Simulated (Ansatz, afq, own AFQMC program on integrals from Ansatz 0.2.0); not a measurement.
# CH$_{3}$Br, triplet: AFQMC among the cluster methods

```xyz
5

Br   -0.4922    0.0000    0.0000
H     0.9284    0.0000    0.0000
C     2.6778    0.0000    0.0000
H     3.0922    0.0000    0.9962
H     3.0922    0.0000   -0.9962
```

Connectivity, by distances: BrH ··· CH2.

Basis cc-pVTZ. Noble-gas cores (and the filled d shells of Ga–Kr and In–Xe) are frozen. Integrals, coupled cluster, full CI and functionals: Ansatz 0.2.0; the random walks run on the same integrals in our own AFQMC program. The CISD trial takes its coefficients from CCSD amplitudes. Released means that phaseless walkers are propagated on without the constraint, phases kept. Error bars are statistical, one sigma. No spin–orbit coupling.

Determinant: UHF, the one that the program's search chose, which needn't be the lowest solution. The geometry is a point of a scan.

No full CI on the walks' own integrals is used here. The released AFQMC energy serves as the reference, which it does only where one determinant dominates, the energy is flat over the last release times and near the phaseless one (40 meV or 2 meV an electron, half that with transition metals). On small molecules, where full CI could be run and the noise was under 10 meV, such values lay within 10 meV of it in 19 cases of 20, a flattering rate, since the rule was set on those same cases; what remains of the bias isn't in the error bar.

Cautions: no relativity below Rb; no spin-orbit coupling; inner d shell frozen; lower spins were not checked; the ph-AFQMC/CISD walk drifts between its halves (2.2 errors); the released value is read at 1.62 1/Eh, later times being too noisy (meV from the phaseless value at times in 1/Eh: -4 ± 6 at 0.24, -5 ± 6 at 0.51, -19 ± 5 at 0.99, -15 ± 8 at 1.62, -3 ± 13 at 2.40).

The T1 diagnostic is 0.0112 and the weight of the determinant in the CISD state is 0.873. The ⟨S²⟩ of the determinant is 2.025. The size of the correlated space is 14 electrons in 100 orbitals.

```
  level  correlation energy (eV)
    MP2                  -8.1560
   CCSD                  -9.1637
CCSD(T)                  -9.4613
```

**Question.** Estimate where phaseless AFQMC with the Hartree–Fock trial lies against CCSD(T) on the same integrals.

**Answer.** 6.5 ± 2.7 kJ/mol below CCSD(T).

Reference: AFQMC with the constraint released, correlation energy -9.506 ± 0.008 eV.

```tsv
level	E − E(reference) (kJ/mol)	share of correlation (%)
CCSD(T)	4.3 ± 0.7	99.53
ph-AFQMC/HF	-2.2 ± 2.8	100.24
ph-AFQMC/CISD	1.4 ± 0.9	99.85
```

A walk keeps the symmetry of its determinant, which the program's search chose and which needn't be the lowest solution, so a lower state of the same spin and another symmetry isn't excluded. Released energies are given only where the last usable release times agree within the noise; a slower fall can still hide under it.
